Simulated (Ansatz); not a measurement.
fcc Ir was calculated with r²SCAN (Ansatz, a program for electronic structure, PAW).

Numerical settings: plane-wave cutoff 500 eV, 8×20×1 k mesh (along the axes of the cell as run), Fermi–Dirac smearing 0.1 eV, scalar-relativistic PAW data made under PBE.

Question: Estimate the surface energy of the (211) face and work function of the (211) face that the calculation returns.

Answer: 
- surface energy of the (211) face: 3.00 J/m²
- work function of the (211) face: 5.29 eV

The slab of 24 atoms is relaxed and unreconstructed.

Spin–orbit coupling is not included.

Computed values are for the static lattice.

Cost on a shared machine: around 3 core-hours (rough).
